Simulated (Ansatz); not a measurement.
Energy needed to pull apart CH₃S (SMILES [CH2]S), doublet, into free ground-state atoms, from the structure below (displaced at random from a GFN2-xTB minimum); no zero-point or spin–orbit terms; open-shell atoms are treated unrestricted, in their ground-state multiplicity.

C1  (0.014, -0.701, 0.085)
S2  (0.840, 0.985, 0.332)
H3  (-1.124, -0.614, -0.435)
H4  (0.300, -1.575, 0.652)
H5  (0.364, 1.554, -0.694)
(Å)

Program: Ansatz 0.2.0. Basis: def2-TZVPP. Cores are frozen in the correlated methods; orbitals are unrestricted.

```tsv
method	atomization energy (kcal/mol)
PBE-D4	364.1
revPBE-D4	?
r2SCAN-D4	358.8
PBE0-D4	356.0
r2SCAN0-D4	352.3
wB97M-V	355.0
HF	?
MP2	342.1
CCSD	337.7
CCSD(T)	343.2
```

What does revPBE-D4 give? (An estimate is asked for; the value comes from the calculation.)

The calculation gives: 356.5 kcal/mol, which is about 13.2 kcal/mol more than CCSD(T)/def2-TZVPP.

What does HF give? (An estimate is asked for; the value comes from the calculation.)

By the calculation: 252.1 kcal/mol, which is about 91.1 kcal/mol less than CCSD(T)/def2-TZVPP.

In triple zeta the MP2 and coupled-cluster atomization energies are still short of their basis limit by a few kcal/mol a bond, whereas those of the functionals are nearly converged, so these differences are not deviations from converged CCSD(T).

The T1 diagnostic stays at or below 0.021. ⟨S²⟩ of the unrestricted Hartree–Fock references: 0.78 (a pure state has 0.75).

For scale, one of the runs: CCSD(T)/def2-TZVPP forces, 115 basis functions (an equivalent command: `ansatz run in.yaml --threads 4`). Time: 35 s of wall clock on 4 CPU threads; the host was shared. Peak host memory: 1.6 GiB.
